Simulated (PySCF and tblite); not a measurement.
Values are calculated unless marked as measured or tabulated.
**Dynamics report: rotation**

System: C₄H₇N, numbered as in [H]/[N:5]=[C:3](/[CH:2]=[CH2:1])[CH3:4].

Motion: rotation about the C2–C3 bond (torsion C1–C2–C3–C4 from 0° to 181°, rising). Geometries: GFN2-xTB; energies: PBE0/pcSseg-1 + D3(BJ); zero-point and thermal terms from GFN2-xTB harmonic modes (soft modes blended into free rotors). Rates follow Eyring's equation with the number of equivalent paths and no tunnelling. (PySCF 2.14 with density fitting, tblite 0.8.)

```
 point  symmetry  E(GFN2) kcal/mol  E(DFT) kcal/mol  ZPE change kcal/mol  lowest mode cm⁻¹  dipole D
 start        Cs               0.0              0.0                 0.00               102      2.30
saddle        C1               3.6              6.6                -0.54              100i      2.31
   end        Cs               0.4              1.7                -0.20                68      1.98
```

```json
{"Electronic barrier": "6.6 kcal/mol", "Barrier with zero-point energy": "6.1 kcal/mol", "ΔH‡ (298 K)": "5.8 kcal/mol", "ΔS‡ (298 K, symmetry apart)": "-1.8 cal/(mol K)", "Paths": "2 equivalent paths", "End point": "a different minimum", "Mean lifetime of the start against this motion at 298 K": "3.4 ns", "Cost": "43 s on 1 thread of Arm Neoverse N1, on a host shared with other jobs (rough), peak memory 0.55 GiB, launched as `OMP_NUM_THREADS=1 python ens_run.py task.json out`"}
```

```csv
T/K,ΔG‡ kcal/mol,k s⁻¹,ΔG kcal/mol,k back s⁻¹
150,6.1,7360,1.4,8.2×10⁵
200,6.2,1.5×10⁶,1.4,4.8×10⁷
250,6.2,3.7×10⁷,1.4,5.7×10⁸
298,6.3,3×10⁸,1.3,2.9×10⁹
350,6.4,1.5×10⁹,1.3,1×10¹⁰
400,6.5,4.7×10⁹,1.3,2.5×10¹⁰
500,6.7,2.4×10¹⁰,1.3,9×10¹⁰
```

ΔG and ΔG‡ leave out symmetry numbers and mirror images; rates count paths: 2 out, 2 back.
